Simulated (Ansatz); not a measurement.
Reaction: CHCl2F (SMILES FC(Cl)Cl) → F (doublet) + CHCl2 (SMILES Cl[CH]Cl, doublet) (the C-F bond breaks)
Each species at its own B3LYP-D3(BJ)/def2-TZVP minimum (Ansatz, a quantum-chemistry and plane-wave program).

Wanted: bond dissociation energy (electronic), in kJ/mol. Radicals and triplets start from unrestricted determinants; spin-orbit coupling is neglected. CBS(X,Y): correlation extrapolated as X^-3, Hartree-Fock from the larger set (Q,5: extrapolated as (X+1)exp(-9√X)). A bracket is a step between two methods taken in the basis named. The functionals are non-relativistic, so their misses hold any scalar relativity. '+ core + X2C': CCSD(T) terms for core correlation (cc-pwCVTZ, 1s frozen past Ne) and scalar relativity (cc-pVTZ-DK).

CCSD(T)/CBS(cc-pV(Q+d)Z,cc-pV(5+d)Z) + [CCSDT(Q) - CCSD(T)]/cc-pV(D+d)Z + core + X2C (Ansatz) gives 465.9 kJ/mol.

Task: What does PBE/def2-TZVPD (Ansatz) give here, and how do the other levels compare?

Result: PBE gives 472.6 kJ/mol, 6.7 kJ/mol above it. Differences of the others: r2SCAN/def2-TZVPD (Ansatz) -17.9; PBE0/def2-TZVPD (Ansatz) -19.4; wB97M-V/def2-TZVPD (Ansatz) -0.6; CCSD(T)/CBS(cc-pV(Q+d)Z,cc-pV(5+d)Z) + core + X2C (Ansatz) -0.3 kJ/mol. Nearer than PBE: wB97M-V/def2-TZVPD, CCSD(T)/CBS(cc-pV(Q+d)Z,cc-pV(5+d)Z) + core + X2C.
